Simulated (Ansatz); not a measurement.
`CNCC=C=N` + CH₃OH → `CNCOC` + `C=C=N`  (substitution at a C–C bond)

Program: Ansatz. Geometries: PBE0-D4/def2-TZVP. ΔE: electronic, gas phase. CBS: MP2 limit from def2 TZ/QZ plus the TZ coupled-cluster correction, frozen cores. This one scheme is used for every species. DFT in def2-TZVPP. Each species was taken in one conformer, which may not be the lowest.

| species | PBE energy (Eh) |
| --- | --- |
| `CNCC=C=N` | -266.44546 |
| CH₃OH | -115.63194 |
| `CNCOC` | -249.47098 |
| `C=C=N` | -132.60314 |

**Question.** Work out ΔE.

**Answer.** ΔE = (-249.47098) + (-132.60314) − (-266.44546) − (-115.63194) = 0.00328 Eh = +8.6 kJ/mol. CCSD(T)/CBS gives +12.4 kJ/mol.

Largest T1 diagnostic among the species: 0.015.

In def2-TZVPP, CCSD(T) changes the Hartree–Fock value by +7.5 kJ/mol (the triples alone add +0.5 kJ/mol) and MP2 by +12.6 kJ/mol.
